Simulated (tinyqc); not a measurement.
Inside a calculation. Method: CCD on RHF in the sto-3g basis, frozen core, for H2O, spin multiplicity 1. Computed by tinyqc, a small Python program that keeps every step (integrals from PySCF). Settings: charge = 0, multiplicity = 1, basis = sto-3g, method = RHF, frozen orbitals = 1, energy threshold = 1e-10, iteration cap = 74, orthogonalisation = symmetric, start = atomic densities, DIIS depth = 6, amplitude equations = CCD, DIIS depth for amplitudes = 6, cap on updates = 72. Command: `OMP_NUM_THREADS=1 python tinyqc.py 22620 22621 out.jsonl` (the two numbers bound the seeds that draw the settings). One thread of a shared host (Intel(R) Xeon(R) Processor @ 2.60GHz), about 0.1 s of CPU time with the checks. The early iterations of the SCF are left out here.

## One-electron integrals

Geometry (angstrom):
```
atom         x          y         z
O     0.000000   0.000000  0.000000
H     0.000000   0.759000  0.554000
H     0.000000  -0.759000  0.554000
```

Basis sto-3g: exponents (1/bohr^2) and contraction coefficients of normalised primitives:
```
element  l (shell)    exponent  coefficient
O            s (1)  130.709320     0.154329
O            s (1)   23.808861     0.535328
O            s (1)    6.443608     0.444635
O            s (2)    5.033151    -0.099967
O            s (2)    1.169596     0.399513
O            s (2)    0.380389     0.700115
O            p (3)    5.033151     0.155916
O            p (3)    1.169596     0.607684
O            p (3)    0.380389     0.391957
H            s (1)    3.425251     0.154329
H            s (1)    0.623914     0.535328
H            s (1)    0.168855     0.444635
```

Overlap, kinetic and nuclear-attraction integrals over the contracted functions; the nuclear repulsion is the sum of Za Zb / Rab.

nuclear repulsion = 9.35894828 hartree

overlap S, lower triangle:
```
           1O 1s     1O 2s    1O 2px     1O 2py    1O 2pz     2H 1s     3H 1s
1O 1s   1.000000
1O 2s   0.236704  1.000000
1O 2px  0.000000  0.000000  1.000000
1O 2py  0.000000  0.000000  0.000000   1.000000
1O 2pz  0.000000  0.000000  0.000000   0.000000  1.000000
2H 1s   0.056266  0.486373  0.000000   0.322663  0.235514  1.000000
3H 1s   0.056266  0.486373  0.000000  -0.322663  0.235514  0.250237  1.000000
```

kinetic energy T (hartree), lower triangle:
```
            1O 1s     1O 2s    1O 2px     1O 2py    1O 2pz     2H 1s     3H 1s
1O 1s   29.003200
1O 2s   -0.168011  0.808128
1O 2px   0.000000  0.000000  2.528731
1O 2py   0.000000  0.000000  0.000000   2.528731
1O 2pz   0.000000  0.000000  0.000000   0.000000  2.528731
2H 1s   -0.001214  0.137204  0.000000   0.240657  0.175657  0.760032
3H 1s   -0.001214  0.137204  0.000000  -0.240657  0.175657  0.008155  0.760032
```

nuclear attraction V (hartree), lower triangle:
```
             1O 1s       1O 2s      1O 2px      1O 2py      1O 2pz      2H 1s      3H 1s
1O 1s   -61.744748
1O 2s    -7.449678  -10.161569
1O 2px    0.000000    0.000000  -10.001583
1O 2py    0.000000    0.000000    0.000000  -10.171470
1O 2pz   -0.018993   -0.221894    0.000000    0.000000  -10.092093
2H 1s    -1.823490   -3.989679    0.000000   -2.357914   -1.792999  -5.903631
3H 1s    -1.823490   -3.989679    0.000000    2.357914   -1.792999  -1.633385  -5.903631
```

core Hamiltonian H = T + V (hartree), lower triangle:
```
             1O 1s      1O 2s     1O 2px     1O 2py     1O 2pz      2H 1s      3H 1s
1O 1s   -32.741548
1O 2s    -7.617688  -9.353441
1O 2px    0.000000   0.000000  -7.472852
1O 2py    0.000000   0.000000   0.000000  -7.642738
1O 2pz   -0.018993  -0.221894   0.000000   0.000000  -7.563362
2H 1s    -1.824704  -3.852475   0.000000  -2.117257  -1.617341  -5.143599
3H 1s    -1.824704  -3.852475   0.000000   2.117257  -1.617341  -1.625231  -5.143599
```

## Two-electron integrals

Functions are numbered as in S; the eight-fold symmetry (ij|kl) = (ji|kl) = (kl|ij) leaves the list below.

Two-electron integrals (ij|kl) in chemists' order, unique and non-zero (hartree):
```
(11|11) 4.785065    (21|11) 0.741380    (21|21) 0.136873    (22|11) 1.118947
(22|21) 0.256633    (22|22) 0.817206    (31|31) 0.024477    (32|31) 0.037809
(32|32) 0.180518    (33|11) 1.115814    (33|21) 0.256684    (33|22) 0.817023
(33|33) 0.880159    (41|41) 0.024477    (42|41) 0.037809    (42|42) 0.180518
(43|43) 0.047444    (44|11) 1.115814    (44|21) 0.256684    (44|22) 0.817023
(44|33) 0.785270    (44|44) 0.880159    (51|51) 0.024477    (52|51) 0.037809
(52|52) 0.180518    (53|53) 0.047444    (54|54) 0.047444    (55|11) 1.115814
(55|21) 0.256684    (55|22) 0.817023    (55|33) 0.785270    (55|44) 0.785270
(55|55) 0.880159    (61|11) 0.179176    (61|21) 0.032779    (61|22) 0.060996
(61|33) 0.060882    (61|41) 0.001214    (61|42) 0.002265    (61|44) 0.061111
(61|51) 0.000886    (61|52) 0.001653    (61|54) 0.000167    (61|55) 0.061004
(61|61) 0.007952    (62|11) 0.415972    (62|21) 0.096512    (62|22) 0.337940
(62|33) 0.332373    (62|41) 0.005817    (62|42) 0.043582    (62|44) 0.343063
(62|51) 0.004246    (62|52) 0.031811    (62|54) 0.007803    (62|55) 0.338069
(62|61) 0.023524    (62|62) 0.169942    (63|31) 0.010337    (63|32) 0.059300
(63|43) 0.009161    (63|53) 0.006687    (63|63) 0.024844    (64|11) 0.234970
(64|21) 0.055247    (64|22) 0.206641    (64|33) 0.197168    (64|41) 0.013273
(64|42) 0.084712    (64|44) 0.221930    (64|51) 0.002143    (64|52) 0.018549
(64|54) 0.011387    (64|55) 0.200599    (64|61) 0.014089    (64|62) 0.126224
(64|64) 0.117572    (65|11) 0.171506    (65|21) 0.040325    (65|22) 0.150829
(65|33) 0.143915    (65|41) 0.002143    (65|42) 0.018549    (65|44) 0.148615
(65|51) 0.011901    (65|52) 0.072838    (65|54) 0.012592    (65|55) 0.159792
(65|61) 0.010284    (65|62) 0.092132    (65|64) 0.067683    (65|65) 0.074246
(66|11) 0.540397    (66|21) 0.127417    (66|22) 0.509619    (66|33) 0.488841
(66|41) 0.010367    (66|42) 0.105359    (66|44) 0.529108    (66|51) 0.007567
(66|52) 0.076902    (66|54) 0.029391    (66|55) 0.510294    (66|61) 0.031370
(66|62) 0.315912    (66|64) 0.268142    (66|65) 0.195719    (66|66) 0.774606
(71|11) 0.179176    (71|21) 0.032779    (71|22) 0.060996    (71|33) 0.060882
(71|41) -0.001214   (71|42) -0.002265   (71|44) 0.061111    (71|51) 0.000886
(71|52) 0.001653    (71|54) -0.000167   (71|55) 0.061004    (71|61) 0.007824
(71|62) 0.022762    (71|64) 0.012409    (71|65) 0.009956    (71|66) 0.029957
(71|71) 0.007952    (72|11) 0.415972    (72|21) 0.096512    (72|22) 0.337940
(72|33) 0.332373    (72|41) -0.005817   (72|42) -0.043582   (72|44) 0.343063
(72|51) 0.004246    (72|52) 0.031811    (72|54) -0.007803   (72|55) 0.338069
(72|61) 0.022762    (72|62) 0.138583    (72|64) 0.070678    (72|65) 0.073039
(72|66) 0.212870    (72|71) 0.023524    (72|72) 0.169942    (73|31) 0.010337
(73|32) 0.059300    (73|43) -0.009161   (73|53) 0.006687    (73|63) 0.019610
(73|73) 0.024844    (74|11) -0.234970   (74|21) -0.055247   (74|22) -0.206641
(74|33) -0.197168   (74|41) 0.013273    (74|42) 0.084712    (74|44) -0.221930
(74|51) -0.002143   (74|52) -0.018549   (74|54) 0.011387    (74|55) -0.200599
(74|61) -0.012409   (74|62) -0.070678   (74|64) -0.016868   (74|65) -0.036371
(74|66) -0.095129   (74|71) -0.014089   (74|72) -0.126224   (74|74) 0.117572
(75|11) 0.171506    (75|21) 0.040325    (75|22) 0.150829    (75|33) 0.143915
(75|41) -0.002143   (75|42) -0.018549   (75|44) 0.148615    (75|51) 0.011901
(75|52) 0.072838    (75|54) -0.012592   (75|55) 0.159792    (75|61) 0.009956
(75|62) 0.073039    (75|64) 0.036371    (75|65) 0.057513    (75|66) 0.123147
(75|71) 0.010284    (75|72) 0.092132    (75|74) -0.067683   (75|75) 0.074246
(76|11) 0.163068    (76|21) 0.038145    (76|22) 0.143802    (76|33) 0.140646
(76|44) 0.143601    (76|51) 0.002697    (76|52) 0.023538    (76|55) 0.147006
(76|61) 0.009194    (76|62) 0.070793    (76|64) 0.045273    (76|65) 0.043145
(76|66) 0.133488    (76|71) 0.009194    (76|72) 0.070793    (76|74) -0.045273
(76|75) 0.043145    (76|76) 0.035401    (77|11) 0.540397    (77|21) 0.127417
(77|22) 0.509619    (77|33) 0.488841    (77|41) -0.010367   (77|42) -0.105359
(77|44) 0.529108    (77|51) 0.007567    (77|52) 0.076902    (77|54) -0.029391
(77|55) 0.510294    (77|61) 0.029957    (77|62) 0.212870    (77|64) 0.095129
(77|65) 0.123147    (77|66) 0.342109    (77|71) 0.031370    (77|72) 0.315912
(77|74) -0.268142   (77|75) 0.195719    (77|76) 0.133488    (77|77) 0.774606
```

## Orthogonalisation

S = U s U^T; symmetric (Loewdin) form X = U s^(-1/2) U^T, so that X^T S X = 1.

eigenvalues of S: 0.331144  0.401725  0.888446  1.000000  1.088409  1.348038  1.942239

X, lower triangle:
```
            1O 1s      1O 2s    1O 2px     1O 2py     1O 2pz      2H 1s     3H 1s
1O 1s    1.024289
1O 2s   -0.144473   1.263586
1O 2px   0.000000   0.000000  1.000000
1O 2py   0.000000   0.000000  0.000000   1.124788
1O 2pz  -0.010293   0.114683  0.000000   0.000000   1.054426
2H 1s    0.022477  -0.309051  0.000000  -0.244287  -0.147145   1.223352
3H 1s    0.022477  -0.309051  0.000000   0.244287  -0.147145  -0.090890  1.223352
```

## Starting guess

The start is atomic minimal-basis densities projected into this basis (PySCF's MINAO start) and scaled to the electron count of each spin; this density is not idempotent, so its energy is not variational and may lie below the converged one.

D at the start, lower triangle:
```
            1O 1s      1O 2s    1O 2px     1O 2py    1O 2pz     2H 1s     3H 1s
1O 1s    2.143148
1O 2s   -0.485967   2.078546
1O 2px   0.000000   0.000000  1.308350
1O 2py   0.000000   0.000000  0.000000   1.145624
1O 2pz   0.017669  -0.092399  0.000000   0.000000  1.236773
2H 1s   -0.017562   0.039017  0.000000   0.119206  0.053951  1.002418
3H 1s   -0.017562   0.039017  0.000000  -0.119206  0.053951  0.072232  1.002418
```

## Iteration 8 (converged): orbitals

converged F (hartree), lower triangle:
```
             1O 1s      1O 2s     1O 2px     1O 2py     1O 2pz      2H 1s      3H 1s
1O 1s   -20.226103
1O 2s    -5.162485  -2.449031
1O 2px    0.000000   0.000000  -0.389951
1O 2py    0.000000   0.000000   0.000000  -0.335375
1O 2pz   -0.029684  -0.130604   0.000000   0.000000  -0.358669
2H 1s    -1.245268  -1.053570   0.000000  -0.406859  -0.361032  -0.599585
3H 1s    -1.245268  -1.053570   0.000000   0.406859  -0.361032  -0.402185  -0.599585
```

Diagonalise F' = X^T F X, C = X C', fill 5 alpha and 5 beta electrons from the bottom; D = 2 C_occ C_occ^T. Each column has its largest component positive (the first on a tie).

F' = X^T F X (hartree), lower triangle:
```
            1          2          3          4          5          6         7
1  -19.845264
2   -2.696198  -1.205989
3    0.000000   0.000000  -0.389951
4    0.000000   0.000000   0.000000  -0.000687
5   -0.054273   0.115134   0.000000   0.000000  -0.207627
6   -0.200902  -0.537767   0.000000  -0.494469  -0.328297   0.030930
7   -0.200902  -0.537767   0.000000   0.494469  -0.328297  -0.110579  0.030930
```

orbital energies (hartree): MO1 -20.235026, MO2 -1.273497, MO3 -0.632479, MO4 -0.447255, MO5 -0.389951, MO6 0.617248, MO7 0.773301

coefficients C:
```
              MO1        MO2        MO3        MO4       MO5        MO6        MO7
1O 1s    0.994079  -0.232397   0.000000   0.101847  0.000000  -0.136322   0.000000
1O 2s    0.026988   0.827799   0.000000  -0.531819  0.000000   0.923520   0.000000
1O 2px   0.000000   0.000000   0.000000   0.000000  1.000000   0.000000   0.000000
1O 2py   0.000000   0.000000   0.602998   0.000000  0.000000   0.000000   1.010393
1O 2pz   0.004407   0.132075   0.000000   0.790875  0.000000   0.724865   0.000000
2H 1s   -0.006194   0.160460   0.441738   0.266907  0.000000  -0.813559  -0.853323
3H 1s   -0.006194   0.160460  -0.441738   0.266907  0.000000  -0.813559   0.853323
```

D after iteration 8, lower triangle:
```
            1O 1s      1O 2s    1O 2px     1O 2py    1O 2pz      2H 1s     3H 1s
1O 1s    2.105146
1O 2s   -0.439427   1.937621
1O 2px   0.000000   0.000000  2.000000
1O 2py   0.000000   0.000000  0.000000   0.727213
1O 2pz   0.108472  -0.622305  0.000000   0.000000  1.285894
2H 1s   -0.032529  -0.018569  0.000000   0.532734  0.464511   0.584315
3H 1s   -0.032529  -0.018569  0.000000  -0.532734  0.464511  -0.196215  0.584315
```

## Convergence

Stop when the energy changes by less than 1e-10 hartree and every element of the error matrix X^T (F D S - S D F) X is below 3e-06.

Course of the cycle:
```
iteration   E (hartree)     change  largest element of the error matrix
1          -75.54423037          -                             1.39e+00
2          -74.92666629   6.18e-01                             1.82e-01
3          -74.95789357  -3.12e-02                             1.96e-02
4          -74.95825308  -3.60e-04                             4.18e-03
5          -74.95827506  -2.20e-05                             4.70e-05
6          -74.95827507  -6.50e-09                             8.80e-06
7          -74.95827507  -1.46e-10                             7.82e-07
8          -74.95827507  -9.95e-13                             8.33e-11
```

PySCF RHF in the same basis = -74.95827507 hartree

Converged in 8 iterations.

## Populations, bond orders and dipole

Mulliken: Z minus the diagonal of D S on the atom; Loewdin: the same with S^(1/2) D S^(1/2); Mayer order: 2 sum_s sum (D(s) S)_ij (D(s) S)_ji over the two atoms.

Charges (e):
```
atom   Mulliken    Loewdin
1O    -0.388708  -0.267128
2H     0.194354   0.133564
3H     0.194354   0.133564
```

Mayer bond orders:
```
pair     order
2-1   0.947010
3-1   0.947010
3-2   0.015216
```

dipole moment about the origin, x y z (debye): 0.000000  0.000000  1.725808

## Integrals over molecular orbitals

(pq|rs) = sum C_ip C_jq C_kr C_ls (ij|kl), one index at a time.

one-electron integrals over orbitals h = C^T H C (hartree), lower triangle:
```
            1          2          3          4          5          6          7
1  -32.723689
2    0.558319  -7.686472
3    0.000000   0.000000  -6.407918
4   -0.232300   0.410051   0.000000  -7.048084
5    0.000000   0.000000   0.000000   0.000000  -7.472852
6    0.314833  -1.398416   0.000000  -1.034725   0.000000  -5.311777
7    0.000000   0.000000  -1.715098   0.000000   0.000000   0.000000  -5.624371
```

Two-electron integrals over orbitals (pq|rs), unique and non-zero (hartree); the lowest 1 orbital is frozen and left out:
```
(22|22) 0.728523    (32|32) 0.146422    (33|22) 0.647661    (33|33) 0.637215
(42|22) 0.007318    (42|33) 0.007328    (42|42) 0.123560    (43|32) 0.019171
(43|43) 0.045828    (44|22) 0.679550    (44|33) 0.602940    (44|42) -0.105095
(44|44) 0.796462    (52|52) 0.144124    (53|53) 0.029055    (54|52) -0.046119
(54|54) 0.056325    (55|22) 0.747195    (55|33) 0.631494    (55|42) -0.065530
(55|44) 0.735129    (55|55) 0.880159    (62|22) 0.143065    (62|33) 0.075476
(62|42) 0.020509    (62|44) 0.093584    (62|55) 0.160459    (62|62) 0.102112
(63|32) -0.042604   (63|43) -0.027668   (63|63) 0.072408    (64|22) 0.091967
(64|33) 0.041859    (64|42) -0.025000   (64|44) 0.116666    (64|55) 0.110222
(64|62) 0.061337    (64|64) 0.063394    (65|52) 0.060612    (65|54) -0.002745
(65|65) 0.039268    (66|22) 0.613176    (66|33) 0.572433    (66|42) 0.060476
(66|44) 0.547401    (66|55) 0.587458    (66|62) 0.094769    (66|64) 0.043498
(66|66) 0.595417    (72|32) 0.039245    (72|43) -0.033328   (72|63) 0.035648
(72|72) 0.061328    (73|22) 0.137383    (73|33) 0.091318    (73|42) -0.073754
(73|44) 0.164068    (73|55) 0.189034    (73|62) 0.078019    (73|64) 0.073613
(73|66) 0.037148    (73|73) 0.150710    (74|32) -0.076168   (74|43) 0.004673
(74|63) 0.043415    (74|72) -0.016889   (74|74) 0.067375    (75|53) 0.023711
(75|75) 0.024462    (76|32) 0.101349    (76|43) 0.045487    (76|63) -0.066499
(76|72) -0.009635   (76|74) -0.057065   (76|76) 0.117178    (77|22) 0.626969
(77|33) 0.614326    (77|42) -0.014114   (77|44) 0.613848    (77|55) 0.628773
(77|62) 0.070382    (77|64) 0.040545    (77|66) 0.566729    (77|73) 0.095872
(77|77) 0.623686
```

## CCD: starting amplitudes

t_ij^ab = <ij||ab> / (e_i + e_j - e_a - e_b), whose energy is MP2.

Starting amplitudes (spin orbitals 1a, 1b, ...; amplitudes related by a flip of all spins are not repeated):
```
from      to          t
3a 3b  7a 7b  -0.053604
3a 4b  6b 7a   0.029799
4a 4b  6a 6b  -0.029776
3a 3b  6a 6b  -0.028969
4a 4b  7a 7b  -0.027600
2a 2b  6a 6b  -0.027003
2a 3b  6a 7b  -0.023667
2a 4b  6a 6b  -0.020755
5a 5b  6a 6b  -0.019494
3a 4b  6a 7b  -0.017575
2a 2b  7a 7b  -0.014981
2a 3a  6a 7a  -0.012853
3a 4a  6a 7a   0.012224
2a 3b  6b 7a   0.010814
5a 5b  7a 7b  -0.010515
2a 4b  7a 7b   0.005169
```

correlation energy = -0.03354782 hartree

## CCD: amplitude update 1

t_ij^ab D_ij^ab are set to the remaining terms of the spin-orbital equations, evaluated with the old amplitudes; for the doubles these are <ij||ab> + 1/2 <ab||ef> t_ij^ef + 1/2 <mn||ij> t_mn^ab + P(ij)P(ab) <mb||ej> t_im^ae + terms in t^2, D the orbital-energy denominators.

Amplitudes after update 1 (spin orbitals 1a, 1b, ...; amplitudes related by a flip of all spins are not repeated):
```
from      to          t
3a 3b  7a 7b  -0.067633
3a 3b  6a 6b  -0.038515
3a 4b  6b 7a   0.038442
4a 4b  6a 6b  -0.037110
4a 4b  7a 7b  -0.035327
2a 2b  6a 6b  -0.031116
2a 3b  6a 7b  -0.029717
2a 4b  6a 6b  -0.028544
3a 4b  6a 7b  -0.025815
5a 5b  6a 6b  -0.024171
2a 3b  6b 7a   0.016627
2a 2b  7a 7b  -0.016611
2a 3a  6a 7a  -0.013091
3a 4a  6a 7a   0.012626
5a 5b  7a 7b  -0.011356
2a 4b  7a 7b   0.004847
```

correlation energy = -0.04239849 hartree

## CCD: convergence

E_corr = 1/4 sum <ij||ab> t_ij^ab; stop when the norm of the change is below 1e-8.

Course of the amplitude iterations:
```
update  correlation energy (hartree)  norm of the change
0                        -0.03354782                   -
1                        -0.04239849            6.30e-02
2                        -0.04501817            2.17e-02
3                        -0.04637849            8.20e-03
4                        -0.04637018            7.20e-04
5                        -0.04637183            1.42e-04
6                        -0.04637163            1.17e-05
7                        -0.04637174            1.73e-06
8                        -0.04637172            2.56e-07
9                        -0.04637172            6.05e-08
10                       -0.04637172            1.49e-08
11                       -0.04637172            2.07e-09
```

Converged amplitudes (spin orbitals 1a, 1b, ...; amplitudes related by a flip of all spins are not repeated):
```
from      to          t
3a 3b  7a 7b  -0.074229
3a 3b  6a 6b  -0.043244
3a 4b  6b 7a   0.042573
4a 4b  6a 6b  -0.041598
4a 4b  7a 7b  -0.038758
2a 4b  6a 6b  -0.032982
2a 2b  6a 6b  -0.032056
3a 4b  6a 7b  -0.032005
2a 3b  6a 7b  -0.031750
5a 5b  6a 6b  -0.026380
2a 3b  6b 7a   0.020376
2a 2b  7a 7b  -0.016412
2a 3a  6a 7a  -0.011374
3a 4a  6a 7a   0.010568
5a 5b  7a 7b  -0.010405
2a 4b  7a 7b   0.003937
```

CCD total energy = -75.00464679 hartree

Converged in 11 updates, with DIIS from the third.
